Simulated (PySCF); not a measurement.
Compound: C2H3B.
Cartesian coordinates in Å at the GFN2-xTB level; atoms count from 1:
```
atom  x, y, z in Å
B1    -1.082   -0.268   -0.209
C2     0.346    0.085    0.063
C3     1.498    0.371    0.284
H4    -1.697    0.375   -0.968
H5    -1.565   -1.182    0.338
H6     2.503    0.621    0.472
```

The closed-shell ground state was solved at several levels (PySCF, density fitting, gas phase, non-relativistic).

| level | basis functions | HOMO (eV) | LUMO (eV) | gap (eV) | dipole (D) |
| --- | --- | --- | --- | --- | --- |
| PBE0/pcSseg-1 | 66 | -8.11 | -2.37 | 5.74 | 0.96 |
| B3LYP/def2-SVPD | 84 | -7.90 | -2.60 | 5.30 | 0.96 |
| B3LYP/pcJ-1 | 111 | -7.89 | -2.58 | 5.31 | 1.00 |

(1) What might PBE0/def2-SVPD (84 basis functions) give for the same quantities?

(2) How far do the dipole and the HOMO energy spread over the levels?

Answers

(1) HOMO -8.13 eV, LUMO -2.40 eV, gap 5.73 eV, dipole 0.95 D.

(2) The dipole runs from 0.95 to 1.00 D (mean 0.97 D) and the HOMO from -8.13 to -7.89 eV.
